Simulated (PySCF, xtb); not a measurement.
CH3S, SMILES [S]C, multiplicity 2.

Harmonic wavenumbers (cm⁻¹) from xtb 6.7.1 with GFN2-xTB at its own minimum, in rising order: 759, 903, 903, 1305, 1422, 1422, 3015, 3019, 3021.

Problem. What does B3LYP-D3(BJ)/def2-TZVP (PySCF) give at its own minimum? (The exact figures need the calculation; the answer reports its results.)

Solution. 581, 712, 863, 1334, 1373, 1472, 3013, 3082, 3105. Paired by order, the mean absolute difference is 76 cm⁻¹ and the zero-point energies are 22.5 and 22.2 kcal/mol.
